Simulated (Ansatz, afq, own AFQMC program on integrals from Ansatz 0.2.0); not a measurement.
## Where AFQMC and coupled cluster stand for SiH2O, singlet

```yaml
atoms:
  - { symbol: Si, position_ang: [0.0000, 0.0000, 0.4897] }
  - { symbol: O, position_ang: [0.0000, 0.0000, -1.0261] }
  - { symbol: H, position_ang: [0.0000, 1.2309, 1.3214] }
  - { symbol: H, position_ang: [0.0000, -1.2309, 1.3214] }
```

Connectivity, by distances: SiH2–O.

Basis cc-pVTZ. Noble-gas cores (and the filled d shells of Ga–Kr and In–Xe) are frozen. Integrals, coupled cluster, full CI and functionals: Ansatz 0.2.0; the random walks run on the same integrals in our own AFQMC program. ph-AFQMC/CISD is guided by a CISD state made of CCSD amplitudes; releasing the constraint for a short imaginary time cuts its bias at the price of noise, slowly where states lie close. Free AFQMC starts from the CCSD state and is never constrained. Its projection time is finite, and what remains of the start isn't in its error. Uncertainties: one standard error, sampling alone.

Determinant: RHF, the one that the program's search chose, which needn't be the lowest solution. The geometry is a PBE0/def2-TZVP stationary point of this or a neighbouring charge and spin state.

No full CI on the walks' own integrals is used here; CCSDT(Q) serves as the reference and is uncertain by about the last step of the cluster series.

Cautions: higher spins were not checked; raised T1 diagnostic (T1 0.022, weight of the determinant 0.87, largest double 0.07).

The T1 diagnostic is 0.0223, the weight of the determinant in the CISD state is 0.873 and the size of the correlated space is 12 electrons in 86 orbitals.

```
  level  correlation energy (eV)
    MP2                  -9.8418
   CCSD                 -10.1217
CCSD(T)                 -10.5528
```

(1) Estimate where free-projection AFQMC lies against CCSD(T) on the same integrals.

(1) 2.4 ± 1.1 kJ/mol below CCSD(T).

Reference: CCSDT(Q), correlation energy -10.598 eV. The released energy is read at 1.50 1/Eh (meV from the phaseless value at times in 1/Eh: 5 ± 5 at 0.24, -2 ± 4 at 0.50, -13 ± 7 at 1.00, -15 ± 7 at 1.50).

| level | E − E(reference) (kJ/mol) | share of correlation (%) |
| --- | --- | --- |
| CCSD(T) | 4.4 | 99.57 |
| CCSDT | 3.2 | 99.69 |
| ph-AFQMC/HF | -15.1 ± 2.7 | 101.48 |
| ph-AFQMC/CISD | 1.2 ± 0.6 | 99.89 |
| released AFQMC | -0.2 ± 0.7 | 100.02 |
| free AFQMC | 2.0 ± 1.1 | 99.81 |

Free projections are given only where their last times agree within the noise and don't stop above the reference; a slow remainder of the start can still hide under it. A walk keeps the symmetry of its determinant, which the program's search chose and which needn't be the lowest solution, so a lower state of the same spin and another symmetry isn't excluded. Released energies are given only where the last usable release times agree within the noise; a slower fall can still hide under it.
